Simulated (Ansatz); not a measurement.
Diamond, treated with BLYP in Ansatz (PAW).

Numerical settings: plane-wave cutoff 520 eV, 16×16×16 k mesh, scalar-relativistic PAW data made under PBE.

Computed at the level's own relaxed cell.

Hill averages of the elastic tensor: K = 407.1 GPa, G = 501.5 GPa. Volume 5.820 Å³/atom, mean atomic mass 12.011 u.

Problem. Work out the density, the sound velocities of a polycrystal and the elastic Debye temperature at this level.

Solution. ρ = 1.66054 × 12.011/5.820 = 3.427 g/cm³. v_l = √[(K + 4G/3)/ρ] = 17.717 km/s and v_t = √(G/ρ) = 12.097 km/s. The mean follows from 3/v_m³ = 1/v_l³ + 2/v_t³: v_m = 13.182 km/s. Θ_D = (ħ/k_B) v_m (6π²/V)^(1/3) = 76.38 K Å s/km × 13.182 × 2.1669 Å⁻¹ = 2182 K, counting all atoms of the cell.

Measured, for comparison: Voigt–Reuss–Hill bulk modulus 442 GPa (temperature not stated, not corrected to a static lattice, from single-crystal Cij; as tabulated in Råsander and Moram (2015), arXiv:1505.02379). Computed (rounded) less measured: Voigt–Reuss–Hill bulk modulus -8 %.

Ansatz is an electronic-structure program.
